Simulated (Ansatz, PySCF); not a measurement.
Molecule: trans-ethylamine, C₂H₇N (charge 0, singlet). 
Coordinates optimised at B3LYP-D3(BJ)/def2-TZVP (Ansatz, a first-principles code):
```xyz
10

C      1.2101    -0.3675    -0.0020
C      0.0059     0.5734    -0.0002
N     -1.3057    -0.0740     0.0024
H      2.1508     0.1897    -0.0039
H      1.2028    -1.0109     0.8816
H      1.1996    -1.0116    -0.8851
H      0.0502     1.2284    -0.8744
H      0.0533     1.2290     0.8732
H     -1.4054    -0.6706     0.8165
H     -1.4083    -0.6712    -0.8110
```
Charge 0, spin multiplicity 1.

Quantity: vertical ionisation energy (to the doublet state of charge +1; each state is the SCF solution reached for its spin), in eV. Correlated levels leave the core frozen unless marked. UHF or UKS for open shells. No spin-orbit coupling. Non-relativistic. 

```
level                 program  vertical ionisation energy (eV)
--------------------  -------  -------------------------------
HF/aug-cc-pVDZ         Ansatz                             8.18
RI-HF/aug-cc-pVTZ      Ansatz                             8.18
r2SCAN/def2-TZVPD      Ansatz                             9.21
B3LYP/def2-TZVPD       Ansatz                             9.41
PBE0/def2-TZVPD        Ansatz                             9.32
BHLYP/def2-TZVPD       Ansatz                             9.27
CAM-B3LYP/def2-TZVPD   Ansatz                             9.48
wB97M-V/def2-TZVPD     Ansatz                             9.48
wB97X-V/def2-TZVPD     Ansatz                             9.47
B2PLYP/def2-TZVPD      Ansatz                             9.42
MP2/aug-cc-pVDZ        Ansatz                             9.55
RI-MP2/aug-cc-pVTZ     Ansatz                             9.70
SCS-MP2/aug-cc-pVDZ    Ansatz                             9.49
CCSD(T)/aug-cc-pVDZ    Ansatz                             9.38
```

For comparison, minus the highest occupied orbital energy (PySCF): 8.34 eV at CAM-B3LYP/def2-TZVPD, 6.06 eV at TPSSh/def2-TZVPD, 10.55 eV at HF/def2-TZVPD.
